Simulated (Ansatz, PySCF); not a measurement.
Species: cyclopropane, C₃H₆ (charge 0, singlet). SMILES: C1CC1
Geometry: optimised at B3LYP-D3(BJ)/def2-TZVP (Ansatz, an electronic-structure program).

Quantity: atomisation energy (electronic, to ground-state atoms), in kcal/mol. Correlated levels leave the core frozen unless marked. UHF or UKS for open shells. No spin-orbit coupling. No relativistic terms. The coupled-cluster limit lacks core correlation, which all-electron functionals hold. Basis-set limits of correlation are two-point, X^-3; Hartree-Fock from the larger set. The bracket is a focal-point correction in the basis named.

| level | program | atomisation energy (kcal/mol) |
|---|---|---|
| r2SCAN-D3(BJ)/def2-TZVPD | Ansatz + dftd3 | … |
| BHLYP/def2-TZVPD | Ansatz | … |
| PW6B95/def2-TZVPD | PySCF | 855.5 |
| HSE06/def2-TZVPD | Ansatz | 859.2 |
| LC-wPBE-D4/def2-TZVPD | Ansatz + dftd4 | 859.0 |
| SCS-MP2/aug-cc-pVTZ | Ansatz | 843.7 |
| RI-MP2/CBS(aug-cc-pVTZ,aug-cc-pVQZ)+[CCSD(T)-MP2]/aug-cc-pVTZ | Ansatz | 852.3 |

Q: What belongs in the gaps?

A: 
- r2SCAN-D3(BJ)/def2-TZVPD, atomisation energy (kcal/mol): 854.9
- BHLYP/def2-TZVPD, atomisation energy (kcal/mol): 830.9
